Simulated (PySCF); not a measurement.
An unknown is described by computed data only.

Formula: C6H4N2S.

- 1H NMR: chemical shifts (computed TMS as zero) by class: 8.43 (2 H), 7.94 (2 H) ppm [GIAO PBE0/pcSseg-2]
- Rotational structure: rotational constants A, B, C: 3.814, 1.265, 0.950 GHz [PBE0-D3(BJ)/def2-TZVP]
- NMR, other nuclei: isotropic shieldings of nuclei other than C and H, by class: -115 (2 N), -60 (1 S) ppm [GIAO PBE0/pcSseg-2]
- 13C NMR: chemical shifts (computed TMS as zero) by class: 164.7 (2 C), 138.1 (2 C), 131.6 (2 C) ppm [GIAO PBE0/pcSseg-2]
- Dipole: 1.81 D [PBE0/pcSseg-2]

The electronic properties come from PySCF, for the isolated species, density fitting. Levels stand in brackets. Geometry: PBE0-D3(BJ)/def2-TZVP; no solvent, vibrations or thermal averaging. Each NMR value is the plain mean over a class of atoms that symmetry, rotation or inversion makes alike.

Problem. What is the compound? Reason from the data.

Solution. Numbering: `[cH:1]1[cH:2][cH:3][c:4]2[n:5][s:6][n:7][c:8]2[cH:9]1`. Its formula, C6H4N2S, gives 6 degrees of unsaturation: 2 rings and 4 π bonds in the structure found (Kekulé form). 6 carbons fall into 3 classes; from least to most shielded: ring-fusion aromatic carbon [C4/C8] (164.7 ppm, 2 C), aromatic CH carbon [C1/C2] (138.1 ppm, 2 C), aromatic CH carbon [C3/C9] (131.6 ppm, 2 C). Hydrogen classes from least to most shielded: 2 H on 2 aromatic CH carbons, C3/C9 (8.43 ppm), 2 H on 2 aromatic CH carbons, C1/C2 (7.94 ppm). The other shieldings belong to: -115 ppm, pyridine-type nitrogen [N5/N7]; -60 ppm, ring sulfur [S6]. The optimised geometry has point group C2v and is an asymmetric top. Structure: BTD (`c1ccc2nsnc2c1`). The assignments are read from this structure; whether some other isomer fits the data as well wasn't checked.
